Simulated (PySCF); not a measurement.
## Rotational lines of CF⁺

Lines J+1 ← J of the vibrational ground state, computed from RHF-CCSD(T) constants of CF⁺, ¹Σ⁺ (singlet), closed shell (PySCF, no relativity, basis sets C pcseg-2, F pcseg-2; masses 12.0000 and 18.9984 u), in MHz:

```tsv
J	ν (MHz)
0	101464
1	202924
2	304374
3	405812
4	507231
```

Q: Find B0 and the effective bond length r0; with αe = 0.0181 cm⁻¹, find Re.

A: ν = 2B0(J+1) − 4D(J+1)³ gives B0 = 1.6923 cm⁻¹. With the reduced mass μred = 7.3546 u, r0 = √(16.8576/(μred·B0)) (u, cm⁻¹, Å) = 1.1638 Å. Be = B0 + αe/2 = 1.7013 cm⁻¹ gives Re = 1.161 Å.

Correlated steps freeze 2 core orbitals. For an ion De counts to the pair picked by the measured ionisation energies or electron affinities, which need not be the lowest pair at this level. Where the molecule has an RHF reference, its open-shell atoms are computed with UHF. The CCSD T1 diagnostic is raised, a sign that a single reference may not be enough here.
